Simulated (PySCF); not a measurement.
## Vertical excitation energies

Compound: C5H7F.
Z-matrix (Å and degrees, GFN2-xTB geometry), rows numbered from 1:
```
C 
C   1  1.3153
C   2  1.5075  1  133.81
C   3  1.5363  2   88.23  1  -169.50
F   4  1.3738  3  114.64  2  -125.20
C   2  1.5076  1  133.80  3  -176.52
H   1  1.0768  2  121.65  3    -1.92
H   1  1.0767  2  121.55  3   178.11
H   3  1.0882  2  116.63  1   -50.73
H   3  1.0894  2  113.32  1    77.20
H   4  1.0932  3  115.35  2   110.51
H   6  1.0896  2  113.28  1   -77.24
H   6  1.0883  2  116.69  1    50.68
```

Computed, not measured: PySCF, TDDFT CAM-B3LYP/def2-SVPD, vertical, gas phase, core orbitals frozen in the response.

```json
{"state": "S1", "E (eV)": "6.93", "E (hartree)": "0.2548", "f": "0.306", "symmetry": "A′", "main configurations (H = HOMO, L = LUMO)": "H→L (97%)"}
{"state": "S2", "E (eV)": "7.12", "E (hartree)": "0.2618", "f": "0.020", "symmetry": "A′", "main configurations (H = HOMO, L = LUMO)": "H→L+1 (86%), H→L+2 (11%)"}
{"state": "S3", "E (eV)": "7.58", "E (hartree)": "0.2786", "f": "0.0006", "symmetry": "–", "main configurations (H = HOMO, L = LUMO)": "H-1→L (48%), H-3→L (45%)"}
{"state": "S4", "E (eV)": "7.92", "E (hartree)": "0.2909", "f": "0.042", "symmetry": "A′", "main configurations (H = HOMO, L = LUMO)": "H→L+2 (73%), H→L+1 (9%)"}
{"state": "S5", "E (eV)": "8.11", "E (hartree)": "0.2981", "f": "0.014", "symmetry": "A′", "main configurations (H = HOMO, L = LUMO)": "H-2→L (86%)"}
{"state": "S6", "E (eV)": "8.12", "E (hartree)": "0.2983", "f": "0.0021", "symmetry": "A″", "main configurations (H = HOMO, L = LUMO)": "H-3→L (42%), H-1→L (41%), H→L+3 (12%)"}
{"state": "S7", "E (eV)": "8.16", "E (hartree)": "0.3000", "f": "0.0000", "symmetry": "–", "main configurations (H = HOMO, L = LUMO)": "H→L+3 (80%)"}
{"state": "S8", "E (eV)": "8.54", "E (hartree)": "0.3137", "f": "0.039", "symmetry": "A′", "main configurations (H = HOMO, L = LUMO)": "H→L+4 (80%)"}
```

Triplets (Tamm–Dancoff): T1 4.29 eV, H→L (84%); T2 6.99 eV, H→L+1 (84%), H→L+2 (11%); T3 7.10 eV, H-1→L (49%), H-3→L (43%).

The lowest singlet comes at 179 nm (669 kJ/mol) in the vacuum ultraviolet; it is strong; its leading configuration is HOMO→LUMO (97%). The lowest level is also the most intense of those listed (f = 0.306). S5/S6 lie within about 0.01 eV of each other. Löwdin shares by element: HOMO carbon 83% or more (atoms not listed hold the other 17%); LUMO carbon 60% or more (atoms not listed hold the other 40%). Of the 8 states listed, 5 reach f = 0.01 and 1 stays under 0.0005. Weighted by f, the mean energy of these states is 7.23 eV. The listed states span 1.60 eV, and the widest gap between neighbours is 0.46 eV (S2 to S3). No computed singlet lies in the visible range (380 to 750 nm); the lowest, at 179 nm, stands 3.67 eV above its violet end (3.26 eV). Symmetry labels in Cs follow from the direction of the transition dipole and are given only for states with f of 0.002 or more. Only the lowest 8 singlets were computed, as vertical energies without vibronic structure.

The run took 23 s of wall time on Arm Neoverse V1, one thread, no GPU, shared host with 32 logical CPUs at a one-minute load of 18, and the process peaked at 0.76 GiB of memory.

One conformer stands for the species.
